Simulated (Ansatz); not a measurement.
**BGe⁺, triplet in cc-pVDZ: errors against full CI**

Geometry: that of the BGe, doublet, kept fixed.

```xyz
2

Ge    0.0000    0.0000    0.0000
B     0.0000    0.0000    1.9875
```

Basis cc-pVDZ; Ansatz 0.2.0. Only valence electrons are correlated (noble-gas cores and the filled d shells of p-block atoms frozen), which leaves 6 electrons in 26 orbitals. Prefix R: restricted or restricted open-shell reference; prefix U: unrestricted. Active spaces: valence = (6e, 8o) chosen from the atoms' valence shells. No spin–orbit coupling is included, and no scalar relativity.

Full CI is exact within this basis and frozen core; it isn't the basis-set limit. The frozen core follows each run's orbitals, which can shift R against U totals by a few meV for light atoms and by up to 0.1 eV past Ca.

Coupled cluster chose its determinant by a search with trial CCSD, here up to 0.80 eV above the lowest Hartree–Fock solution of its kind.

```
UHF ⟨S²⟩                            : 2.175
⟨S²⟩ of the determinant under UCCSD : 2.085
T1 diagnostic (RCCSD)               : 0.0454
largest doubles amplitude (RCCSD)   : 0.161
```

| level | E − E(determinant under the R cluster runs) (eV) |
| --- | --- |
| RCCSD | -3.8387 |
| RCCSD(T) | -4.0819 |

(1) Estimate how far full CI in cc-pVDZ lies from RCCSD(T). The table doesn't fix it; the size of (T) and the diagnostics are the guide.

(1) Full CI in cc-pVDZ lies 7.7 kJ/mol below RCCSD(T), which is 33 % of the (T) step (-23.5 kJ/mol). T1 is raised, a doubles amplitude is large, and the rest is a large part of (T). The miss exceeds 1 kcal/mol.

The other levels:

```
                      level  E − E(full CI) (kJ/mol)  share of correlation (%)  wall time
                       RHF†                    324.2                         –          –
                    BCCD(T)                      8.6                     97.86        7 s
                     RCCSDT                      1.9                     99.52          –
                  RCCSDT(Q)                      0.0                    100.00       13 s
    CASSCF (valence space)†                    155.4                         –          –
    NEVPT2 (valence space)†                     42.7                         –      6.5 s
NEVPT4(SD) (valence space)†                      9.5                         –      7.5 s
    MRCISD (valence space)†                     11.6                         –          –
  MRCISD+Q (valence space)†                      5.7                         –      8.5 s
```

A dagger marks rows that describe another state than the reference (another or a broken symmetry, a higher spin or other natural occupations), so the difference holds a gap between states beside the method's error.

The correlation energy at full CI, counted from the determinant under the R cluster runs, is -4.162 eV. That run took 19 s on 1 thread of AMD EPYC 7R43, shared host over 1,689,344 determinants.

Run but not shown, since their state, orbitals or frozen core can't be matched to the reference's or they repeat it: UHF, RMP2, UMP2, CISD, UCCSD, UCCSD(T), UCCSDT, CISDTQ, UCCSDT(Q).

Times hold each run's SCF and search for its determinant on a shared host, so for small cases they say little of a method's own cost; they ran on 1 thread of AMD EPYC 7R43. Some runs computed forces too.

The full-CI state has the irrep A2 of C2v, in the program's axes (one component, if the state is degenerate).

Natural occupations of full CI about the gap: 1.939 1.806 0.954 0.953 0.140 0.067 0.067 0.022 0.007 0.007; effectively unpaired electrons, Σ n²(2−n)², 2.23.
